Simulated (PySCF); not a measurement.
Isomers of C5H4O2, one GFN2-xTB conformer each. Single-point energies are computed at PBE0/pcSseg-1 (PySCF, gas phase, no added dispersion term), electronic only.

| SMILES | GFN2-xTB relative energy (kJ/mol) |
| --- | --- |
| O=c1ccocc1 | 0.0 |
| C=C1C=C1OC=O | 254.9 |

Conformers: `[CH2:1]=[C:2]1[CH:3]=[C:4]1[O:5][CH:6]=[O:7]` with C3–C4–O5–C6 0°, C4–O5–C6–O7 0°.

Q: What does PBE0/pcSseg-1 give for the same structures?

A: 
```csv
SMILES,PBE0/pcSseg-1 E (Eh),PBE0/pcSseg-1 (kJ/mol),GFN2-xTB (kJ/mol),point group
O=c1ccocc1,-342.93135,0.0,0.0,C2v
C=C1C=C1OC=O,-342.83260,259.3,254.9,Cs
```

Both levels put the same isomer lowest. As drawn, the higher has a three-membered ring, which the lower lacks.

Q: Which frontier levels, dipoles and rotational constants go with these structures?

A: 
| SMILES | HOMO (eV, PBE0/pcSseg-1) | LUMO (eV) | dipole (D) | A, B, C (MHz) |
| --- | --- | --- | --- | --- |
| O=c1ccocc1 | -7.18 | -1.18 | 3.92 | 5973, 2726, 1872 |
| C=C1C=C1OC=O | -6.21 | -1.24 | 1.30 | 9833, 1580, 1361 |
